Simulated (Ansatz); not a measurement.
# Al2HO+ (triplet): from Hartree-Fock to the top rungs, cc-pVDZ

The task here is to estimate one member of a computed series from the others.

Method: cc-pVDZ, core rule «outside noble gas», up to 11 orbitals frozen; program: Ansatz 0.2.0, Gaussian basis.

The runs, in order: UHF; CCSD(T) on ROHF; CCSD(T) on UHF; BCCD(T) on ROHF; CISD; CCSDT(Q) on ROHF; CCSDT(Q) on UHF; CASSCF and NEVPT2, 10 electrons in 10 orbitals.

17 further runs of the same task are left out: 5 that didn't finish, 12 set aside as unsound or not needed.

## The geometry

The geometry is a PBE0/def2-TZVP stationary point (not a proven minimum) of the parent state, kept for this charge and spin.

4 atoms, charge 1, spin multiplicity 3.

Atoms are counted from 1 here; the program's logs count them from 0.

Bond lengths: Al1–O2 1.691 Å, Al1–H4 1.610 Å, O2–Al3 1.688 Å. Angles: O2–Al1–H4 116.0°, Al1–O2–Al3 173.6°.

Set-up of the first run:

in.yaml

```yaml
crystal:
  periodic: [false, false, false]
  atoms:
    - {symbol: Al, position_ang: [0.000000, -0.111408, 1.648884]}
    - {symbol: O, position_ang: [0.000000, 0.054822, -0.034166]}
    - {symbol: Al, position_ang: [0.000000, 0.031868, -1.721810]}
    - {symbol: H, position_ang: [0.000000, 1.258991, 2.494483]}
basis:
  gaussian: {orbitals: cc-pVDZ}
total_charge: 1
magnetization: {spin_polarized: true, initial_magnetization: 2}
hamiltonian: {xc: hf}
output: {orbitals: {seedname: orbitals}}
```

Started as:

```sh
> ansatz run in.yaml --threads 1 --pin off --events-out ev --progress --plain --max-ram 2393MiB
```

Steps of the session up to this table: UHF; CCSD(T) on ROHF; CCSD(T) on UHF; BCCD(T) on ROHF; CISD; CCSDT(Q) on ROHF; CCSDT(Q) on UHF; CASSCF and NEVPT2, 10 electrons in 10 orbitals.

One of the session's tables, all rows but one given; the rest of the session is left out.

```
   method  from UCCSDT(Q) (kJ/mol)
     ROHF                   +723.8
      UHF                   +718.3
     RMP2                    +61.0
     UMP2                    +58.7
     CISD                    +77.9
    RCCSD                    +25.6
    UCCSD                    +25.4
 RCCSD(T)                        ?
 UCCSD(T)                     +4.9
  BCCD(T)                     +4.6
   RCCSDT                     +2.8
   UCCSDT                     +2.7
RCCSDT(Q)                     +0.9
UCCSDT(Q)                        0
```

Q: Estimate the row for RCCSD(T) from the others.

As computed: from UCCSDT(Q) (kJ/mol): +5.1. In the column «from UCCSDT(Q) (kJ/mol)» it lies between UCCSD(T) (+4.9) and UCCSD (+25.4).

Left out of the table: CASSCF frontier, NEVPT2 frontier (the active space lost an orbital or holds another state than full CI finds).

Limits of these values: Restricted and unrestricted rows rest on different reference determinants; where their highest levels disagree by more than a few hundredths of an eV, they describe different states and don't form one ladder. Warnings in the runs' records: passed over end.
